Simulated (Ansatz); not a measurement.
`C[C@@H]1O[C@]1(N)F` + H₂ → `C[C@@H]1O[C@H]1F` + NH₃ at 500 K and 1 bar (hydrogenolysis of a C–N bond).

Computed with Ansatz on PBE0-D4/def2-TZVP structures; ΔE is electronic, products minus reactants. CCSD(T)/CBS adds triple-zeta CCSD(T) − MP2 to the extrapolated MP2 energy (def2 sets, frozen cores). This one scheme is used for every species. Each species was taken in one conformer, which may not be the lowest.

```
             species  CCSD(T)/CBS energy (Eh)  H − E (kJ/mol)  S (J/(mol·K))
`C[C@@H]1O[C@]1(N)F`               -347.39804           294.1          389.7
                  H₂                 -1.17544            41.0          145.5
  `C[C@@H]1O[C@H]1F`               -292.08602           241.2          349.6
                 NH₃                -56.50880           108.2          211.8
```

H − E and S are ideal-gas, rigid-rotor, harmonic terms from PBE0-D4/def2-TZVP, for one conformer and one mirror image of each species. For small species the MP2-based limit differs from directly extrapolated CCSD(T) by up to some mEh (0.8 for H₂); such offsets cancel only in part. 1 Eh = 2625.50 kJ/mol, R = 8.31446 J/(mol·K).

Problem. By hand: ΔE, ΔH, ΔS and ΔG.

Solution. ΔE = (-292.08602) + (-56.50880) − (-347.39804) − (-1.17544) = -0.02134 Eh = -56.0 kJ/mol. Δ(H − E) = 241.2 + 108.2 − 294.1 − 41.0 = 14.3, so ΔH = -41.7 kJ/mol. ΔS = 349.6 + 211.8 − 389.7 − 145.5 = 26.2 J/(mol·K). ΔG = -41.7 − 500 × (26.2)/1000 = -54.8 kJ/mol.

Problem. By hand: the equilibrium constant, and the temperature at which ΔG would vanish if ΔH and ΔS stayed fixed.

Solution. log₁₀ K = −ΔG/(RT ln 10) = 5.7. ΔH and −TΔS have one sign here, so there is no such temperature.

ΔH outweighs TΔS. A doubt of 5 kJ/mol in ΔE shifts log₁₀ K by 0.5 here. Other conformers and mirror images would add mixing entropy, several J/(mol·K) or more a flexible species. These are equilibria of isolated gas molecules and say nothing of rates. Largest T1 diagnostic: 0.012 (customary marks: 0.02 for closed shells, 0.045 for open ones).
